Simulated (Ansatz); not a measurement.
Start from `O=CCO` and change one atom or group to get `O=CCS`.

Ansatz, PBE0-D4/def2-TZVP geometries, multiplicity 1. Each molecule was computed in one conformer, which needn't be the lowest.

| property | `O=CCO` |
| --- | --- |
| HOMO–LUMO gap (PBE/def2-TZVPP) / eV | 4.27 |
| zero-point energy (PBE0-D4/def2-TZVP) / kJ/mol | 161.1 |
| size of the dipole moment (PBE/def2-TZVPP) / D | 2.21 |
| ideal-gas entropy at 298 K and 1 bar (rigid rotor, harmonic PBE0-D4/def2-TZVP) / J/(mol·K) | 281 |
| LUMO energy (PBE0/def2-TZVPP) / eV | -1.10 |
| HOMO energy (ωB97M-V/def2-TZVPP) / eV | -10.57 |

Problem. What does the change do to each property? (Best estimate.)

Solution. Computed: 
```tsv
property	`O=CCS`	shift
HOMO–LUMO gap (PBE/def2-TZVPP) / eV	3.45	-0.82
zero-point energy (PBE0-D4/def2-TZVP) / kJ/mol	146.6	-14.5
size of the dipole moment (PBE/def2-TZVPP) / D	2.56	0.35
ideal-gas entropy at 298 K and 1 bar (rigid rotor, harmonic PBE0-D4/def2-TZVP) / J/(mol·K)	300	19
LUMO energy (PBE0/def2-TZVPP) / eV	-1.08	0.02
HOMO energy (ωB97M-V/def2-TZVPP) / eV	-9.25	1.32
```

Dipoles are sizes alone; their direction can turn.
